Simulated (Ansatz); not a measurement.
**BSiH₄ (doublet): wave-function methods side by side at distance B1–H4 along a hydrogen transfer = 1.724 Å, cc-pVDZ**

The task here is to estimate one member of a computed series from the others.

Method: cc-pVDZ, core rule «outside noble gas», up to 6 orbitals frozen; program: Ansatz 0.2.0, Gaussian basis.

To be run: UHF; CCSD(T) on ROHF; CCSD(T) on UHF; BCCD(T) on ROHF; CISD; CCSDT(Q) on ROHF; CCSDT(Q) on UHF; CASSCF and MRCISD+Q, 3 electrons in 3 orbitals; CASSCF and NEVPT2, 3 electrons in 3 orbitals; CASSCF and NEVPT2, 9 electrons in 9 orbitals.

5 further runs of the same task are left out: 4 that didn't finish, 1 set aside as unsound or not needed.

## The system

The geometry derives from fragments relaxed apart (PBE0/def2-TZVP) and kept rigid, so it is no stationary point. A hydrogen atom is moved between rigid fragments.

6 atoms, charge 0, spin multiplicity 2.

Atoms are counted from 1 here; the program's logs count them from 0.

Bond lengths: B1–H2 1.193 Å, B1–H3 1.193 Å, H4–Si5 1.652 Å, Si5–H6 1.532 Å. Angles: H2–B1–H3 120.0°, H4–Si5–H6 105.0°.

Geometry (Å):

```xyz
6
charge 0, multiplicity 2
B    -2.3098    0.0347    0.0000
H    -2.9065    1.0683    0.0000
H    -2.9065   -0.9988    0.0000
H    -0.5858    0.0347    0.0000
Si    1.0662    0.0347    0.0000
H     1.4627   -1.4448    0.0000
```

Set-up of the first run:

Contents of in.yaml:

```yaml
crystal:
  periodic: [false, false, false]
  atoms:
    - {symbol: B, position_ang: [-2.309755, 0.034738, 0.000000]}
    - {symbol: H, position_ang: [-2.906489, 1.068310, 0.000000]}
    - {symbol: H, position_ang: [-2.906489, -0.998833, 0.000000]}
    - {symbol: H, position_ang: [-0.585755, 0.034738, 0.000000]}
    - {symbol: Si, position_ang: [1.066245, 0.034738, 0.000000]}
    - {symbol: H, position_ang: [1.462679, -1.444775, 0.000000]}
basis:
  gaussian: {orbitals: cc-pVDZ}
magnetization: {spin_polarized: true, initial_magnetization: 1}
hamiltonian: {xc: hf}
output: {orbitals: {seedname: orbitals}}
```

Command:

```
> ansatz run in.yaml --threads 1 --pin off --events-out ev --progress --plain --max-ram 2393MiB
```

Steps of the session up to this table: UHF; CCSD(T) on ROHF; CCSD(T) on UHF; BCCD(T) on ROHF; CISD; CCSDT(Q) on ROHF; CCSDT(Q) on UHF; CASSCF and MRCISD+Q, 3 electrons in 3 orbitals; CASSCF and NEVPT2, 3 electrons in 3 orbitals; CASSCF and NEVPT2, 9 electrons in 9 orbitals.

One table of the session follows, with a row left open; its other results are not shown here.

| method | from RCCSDT(Q) (kcal/mol) |
| --- | --- |
| ROHF | +148.32 |
| RMP2 | +36.50 |
| UMP2 | +42.38 |
| CISD | ? |
| RCCSD | +6.42 |
| UCCSD | +7.19 |
| RCCSD(T) | +1.77 |
| UCCSD(T) | +2.26 |
| BCCD(T) | +1.91 |
| RCCSDT | +0.35 |
| UCCSDT | +0.38 |
| RCCSDT(Q) | 0 |
| UCCSDT(Q) | -0.22 |
| CASSCF pair | +134.10 |
| NEVPT2 pair | +34.95 |
| MRCISD pair | +16.01 |
| MRCISD+Q pair | +1.76 |

Q: Estimate the row for CISD from the others.

The run gave: from RCCSDT(Q) (kcal/mol): +19.65. In the column «from RCCSDT(Q) (kcal/mol)» it lies between MRCISD pair (+16.01) and NEVPT2 pair (+34.95).

Among the levels timed on like hardware and quicker than the yardstick, those that no quicker one beats, quickest first: CISD (7 s, +19.65 kcal/mol); MRCISD+Q pair (8.5 s, +1.76 kcal/mol).

Left out of the table: CASSCF frontier, NEVPT2 frontier (the active space lost an orbital or holds another state than full CI finds).

Limits of these values: The determinant is far from a pure spin state, so its energy mixes those of several spin states (harmless only where they are near-degenerate, as at dissociation). Left out of the table: UHF (another determinant or state than the rows shown). Warnings: spin contamination; coupled cluster took another determinant than the lowest. Restricted and unrestricted rows rest on different reference determinants; where their highest levels disagree by more than a few hundredths of an eV, they describe different states and don't form one ladder. Warnings in the runs' records: passed over end.
